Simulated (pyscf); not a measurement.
Structures and frequencies: ωB97X-D3(BJ)/def2-SVP in PySCF.

**Question.** PBE/def2-TZVP puts the barrier of H₃C–SnH₃ (SMILES [CH3][SnH3]) + H₂O (SMILES O) → CH₄ (SMILES C) + HO–SnH₃ (SMILES [OH][SnH3]) (four-centre exchange; singlet surface; C–Sn, H–O broken, C–H, O–Sn formed) at 138.6 kJ/mol and the reaction energy at -43.0 kJ/mol, from the separated reactants. What do r²SCAN/def2-TZVP, M06-2X/def2-TZVP, ωB97M-D3(BJ)/def2-TZVP give on the same structures?

**Answer.** r²SCAN: ΔE‡ = 143.8 kJ/mol, ΔE = -46.5 kJ/mol; M06-2X: ΔE‡ = 147.4 kJ/mol, ΔE = -52.7 kJ/mol; ωB97M-D3(BJ): ΔE‡ = 163.4 kJ/mol, ΔE = -40.8 kJ/mol. PBE's barrier lies under all of them, by 5.2 to 24.8 kJ/mol. Its reaction energy lies among theirs. One saddle was located; it need not be the lowest between these sides. Elements past Kr carry the def2 core potentials, without spin-orbit coupling.
